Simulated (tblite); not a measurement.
Species: C₃H₃F₂ (doublet state).
SMILES with atom numbers: `[CH2:1]/[C:2]([F:3])=[CH:4]\[F:5]` (hydrogens: H6, H7 on C1; H8 on C4)

The geometry is computed with GFN2-xTB (gas phase). This method treats the open shell by occupation alone, without spin polarisation.

(1) Give the optimised bond lengths and angles.

Results:

(1) 
```csv
bond,length (bohr)
C1–C2,2.579
C2–F3,2.558
C2=C4,2.610
C4–F5,2.522
C1–H6,2.026
C1–H7,2.027
C4–H8,2.034
```

A selection of angles:
```csv
angle,degrees
C2–C1–H6,119.9
C2–C1–H7,120.6
H6–C1–H7,119.5
C1–C2–F3,118.2
C1–C2–C4,128.0
F3–C2–C4,113.8
C2–C4–F5,120.4
C2–C4–H8,124.9
F5–C4–H8,114.7
```

Dihedral angles: C1–C2–C4–F5 0° (synperiplanar).

C2 (carbon bonded to 2 C and F) is planar (angles 128.0°, 118.2° and 113.8°, sum 360.0°, 0.00 Å off the plane of its three neighbours). C4 (carbon bonded to C, F and H) is planar (angles 124.9°, 120.4° and 114.7°, sum 360.0°, 0.00 Å off the plane of its three neighbours). The 5 heavy atoms lie in one plane (0.000 Å rms). Of the pairs four or more bonds apart, F5···H6 is among the closest relative to their van der Waals radii: 2.66 Å, 99 % of the sum of Bondi's values. C1 (carbon bonded to C and 2 H) is planar (angles 120.6°, 119.9° and 119.5°, sum 360.0°, 0.00 Å off the plane of its three neighbours).

Point group: Cs (every atom within 0.08 Å of its image). Its GFN2-xTB frequencies are all real (lowest 218 cm⁻¹). Torsions: H–C1–C2–F3 180° and 0°.
